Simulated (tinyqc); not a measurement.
Hueckel theory of the pi electrons with the omega technique, for the molecule C=C1C=C1 (SMILES; centres numbered as the heavy atoms are written), step by step. One step of it, computed by the program tinyqc.

Problem. Omega technique, round 2. h_r = h_r(0) + omega q_r, omega = 0.6, with q_r = z_r - P_rr; 0.7 of the old diagonal is kept.

Hueckel matrix in units of beta (H = alpha + beta A), lower triangle:
```
          1C        2C        3C        4C
1C  0.000000
2C  1.000000  0.000000
3C  0.000000  1.000000  0.000000
4C  0.000000  1.000000  1.000000  0.000000
```

charge and bond-order matrix P, lower triangle:
```
           1C        2C        3C        4C
1C   1.440234
2C   0.782966  0.904834
3C  -0.310771  0.434688  0.827466
4C  -0.310771  0.434688  0.827466  0.827466
```

Centres:
```
centre  z_r, pi electrons of the neutral centre         h
1C                                            1  0.000000
2C                                            1  0.000000
3C                                            1  0.000000
4C                                            1  0.000000
```

Give: matrix after round 2.

Solution.

matrix after round 2, lower triangle:
```
        1C     2C     3C     4C
1C  -0.141
2C   1.000  0.033
3C   0.000  1.000  0.054
4C   0.000  1.000  1.000  0.054
```
